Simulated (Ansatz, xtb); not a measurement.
**A geometry optimisation of CHBP with r2SCAN-D4/def2-SVP**

The starting geometry of this gas-phase doublet has its atoms placed at random.

```xyz
4

C    -0.3906    1.0618   -1.2888
B    -0.5007    0.0831    1.7452
P     0.6592   -0.4689   -0.6712
H    -0.6886   -0.7619    0.3732
```

Guess where an optimisation with r2SCAN-D4/def2-SVP ends from this start.

It ends as `B1[C]=P1`. Distances that change by over a tenth: C1–P3 (1.96 → 1.69 Å), P3–H4 (1.73 → 2.95 Å). Contacts that close: C1–B2 (3.19 → 1.46 Å), B2–P3 (2.74 → 1.92 Å), B2–H4 (1.62 → 1.19 Å).

The energy falls by 7.20 eV over 18 steps:

```
step  E − E(last) (eV)
   1             7.199
   3             5.599
   5             4.813
   7             3.574
   9             3.216
  10             2.991
  12             1.663
  14             0.209
  16             0.009
  18             0.000
```

Final geometry (Å):

```yaml
atoms:
  - { symbol: C, position_ang: [-0.4275, 0.6813, -0.8609] }
  - { symbol: B, position_ang: [-0.5635, -0.2104, 0.2828] }
  - { symbol: P, position_ang: [1.1530, 0.3132, -0.3934] }
  - { symbol: H, position_ang: [-1.0827, -0.8701, 1.1298] }
```

From the same start GFN2-xTB ends elsewhere, differing in C1–B2 (3.21 against 1.46 Å here).

From so rough a start the end depends on the optimiser's path, so another program may land elsewhere. No frequencies were run, so the end isn't proven a minimum. Open shells are spin-unrestricted. Run with Ansatz 0.2.0, 97 s on 1 thread of Arm Neoverse V1 (shared host).
